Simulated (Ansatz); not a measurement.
A made-up structure of CH2FSi, doublet:

```
atom    x (Å)    y (Å)    z (Å)
  F1   0.7022  -1.7959   1.5873
  C2   0.6333  -0.5042   0.9399
 Si3  -0.2088   0.4570  -0.4687
  H4  -1.3714  -0.1686  -1.4375
  H5   0.2448   2.0118  -0.6210
```

It is relaxed with PBE-D4/def2-SVP and then PBE0-D4/def2-TZVP (Ansatz 0.2.0). Atoms count as bonded within 1.22 times the sum of their covalent radii (H–H: 0.88 Å). The end point is not checked to be a true minimum.

Does its bonding change? (A judgement: the text doesn't fix the answer.)

The calculation gives: No: no bond forms or breaks.

Where it ends: The first stage lowers the energy by 1.05 eV in 10 steps. It ends as CH₂FSi ([F][C][SiH2]):
```xyz
5
angstrom
F 0.6260 -1.6037 1.4172
C 0.5312 -0.4363 0.8704
Si -0.0708 0.3614 -0.5224
H -1.2673 -0.1328 -1.2443
H 0.1808 1.8115 -0.5209
```

Labels in which every atom is bracketed show which atoms are joined, not bond orders.

For scale, one of the runs: PBE0-D4/def2-TZVP relaxation, 111 basis functions, launched by `ansatz run in.yaml --threads 2 --pin off --events-out ev --progress --plain --max-ram 4352MiB`. The run took about 23 s on 2 CPU threads of an Arm Neoverse V1 (shared host).
